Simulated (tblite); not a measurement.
# GFN1-xTB run of AlSiPH6 (SMILES [SiH3][AlH][PH2])

We compute a geometry optimisation of AlSiPH6. The job is set up through a Python script.

Program for the calculation: tblite 0.8.0.

10 further runs of the same task are left out: 10 set aside as unsound or not needed.

## (1) Starting point

The species is AlSiPH6 (9 atoms), meant as a singlet with charge 0. SMILES: `[SiH3][AlH][PH2]`. The shape comes from GFN2-xTB, which is rough for such elements, and wasn't checked as a minimum. This is one conformer, not always the lowest. The run starts from this shape.

Bond lengths: Si1–Al2 2.424 Å, Al2–P3 2.329 Å, Si1–H4 1.482 Å, Si1–H5 1.480 Å, Si1–H6 1.482 Å, Al2–H7 1.580 Å, P3–H8 1.403 Å, P3–H9 1.405 Å. Some angles: Si1–Al2–P3 135.9°, Si1–Al2–H7 114.3°, P3–Al2–H7 109.9°, Al2–Si1–H4 115.2°, Al2–Si1–H5 112.6°, Al2–Si1–H6 114.8°, Al2–P3–H8 90.1°, Al2–P3–H9 84.6°, H4–Si1–H5 104.5°, H4–Si1–H6 103.7°.

## (2) A geometry optimisation at GFN1-xTB

The input, start.xyz:

```xyz
9

Si    -1.061390     1.128370    -1.074770
Al     0.614820    -0.092940     0.179590
P      0.679070    -1.246830     2.201980
H     -2.069070     0.289310    -1.766150
H     -0.473530     1.961700    -2.147340
H     -1.877960     2.067920    -0.271020
H      2.036560    -0.137460    -0.509150
H      0.163590    -2.388220     1.569700
H      1.987900    -1.581860     1.817150
```

The input, calc.py:

```python
import json
import numpy as np
from tblite.interface import Calculator
from tblite.interface import symbols_to_numbers
from scipy.optimize import minimize

symbols = list(map(str, np.loadtxt("start.xyz", skiprows=2, usecols=0, dtype=str, ndmin=1)))
numbers = np.array(symbols_to_numbers(symbols))
positions = np.loadtxt("start.xyz", skiprows=2, usecols=(1, 2, 3), ndmin=2) / 0.529177210903

calculator = Calculator("GFN1-xTB", numbers, positions, charge=0, uhf=0)
calculator.set("verbosity", 0)
calculator.set("accuracy", 0.01)
last, frames, energies, grads = [None], [], [], []

def fun(x):
    calculator.update(x.reshape(-1, 3))
    last[0] = calculator.singlepoint(last[0])
    return float(last[0].get('energy')), last[0].get('gradient').ravel()

def show(x):
    e, g = fun(x)
    frames.append(x.reshape(-1, 3).tolist())
    energies.append(e)
    grads.append(g.reshape(-1, 3).tolist())
    print(f"{len(energies) - 1:4d} {e:16.9f} {np.abs(g).max():12.3e} {np.linalg.norm(g):12.3e}")

print("step      energy/Eh       max grad     grad norm")
show(positions.ravel())
opt = minimize(fun, positions.ravel(), jac=True, method="BFGS", callback=show, options={"gtol": 3e-05, "maxiter": 500})
print("converged:", opt.success, "-", opt.message)
fun(opt.x)
res = last[0]
final = opt.x.reshape(-1, 3)
print("final geometry (angstrom)")
for s, p in zip(symbols, final * 0.529177210903):
    print(f"{s:<2} {p[0]:12.6f} {p[1]:12.6f} {p[2]:12.6f}")
print(f"Total energy: {res.get('energy') * 627.5095:.8f} kcal/mol")
eps = np.atleast_2d(res.get("orbital-energies")) * 27.211386
occ = np.atleast_2d(res.get("orbital-occupations"))
filled = occ.sum(axis=0) if eps.shape[0] == 1 else occ[0]
homo = np.nonzero(filled > 0.5)[0].max()
print("  MO   occupation   energy/eV")
for i in range(max(0, homo - 4), min(eps.shape[1], homo + 5)):
    print(f"{i + 1:4d} {filled[i]:10.4f} {eps[0, i]:12.4f}")
mu = res.get("dipole") * 2.541746
print(f"|mu|: {np.linalg.norm(mu):.4f} D, components " + " ".join(f"{c:.4f}" for c in mu))
q = res.get("charges")
print("Charges:", " ".join(f"{s}{i + 1}={c:+.4f}" for i, (s, c) in enumerate(zip(symbols, q))))
out = {k: np.asarray(res.get(k)).tolist() for k in ("energy", "gradient", "charges", "dipole", "orbital-energies", "orbital-occupations")}
out.update(symbols=symbols, positions=(positions * 0.529177210903).tolist(), final=final.tolist(), frames=frames, step_energies=energies, grads=grads, success=bool(opt.success))
json.dump(out, open("results.json", "w"))
```

The run is started by

```console
$ python calc.py
```

What values should one expect? Wanted: total energy at the end; dipole moment; HOMO energy; LUMO energy; HOMO–LUMO gap.

Computed results:

At GFN1-xTB:

| quantity | value |
| --- | --- |
| total energy at the end | -8.99933 Eh |
| dipole moment | 1.69 D |
| HOMO energy | -10.62 eV |
| LUMO energy | -6.70 eV |
| HOMO–LUMO gap | 3.92 eV |

In words: At the final geometry: Bond lengths: Si1–Al2 2.411 Å, Al2–P3 2.286 Å, Si1–H4 1.484 Å, Si1–H5 1.476 Å, Si1–H6 1.485 Å, Al2–H7 1.608 Å, P3–H8 1.408 Å, P3–H9 1.408 Å. Some angles: Si1–Al2–P3 122.1°, Si1–Al2–H7 120.5°, P3–Al2–H7 117.5°, Al2–Si1–H4 113.5°, Al2–Si1–H5 130.0°, Al2–Si1–H6 112.5°, Al2–P3–H8 94.3°, Al2–P3–H9 92.3°, H4–Si1–H5 98.9°, H4–Si1–H6 97.8°. The optimisation took 130 steps and changed the energy by -0.187 eV.
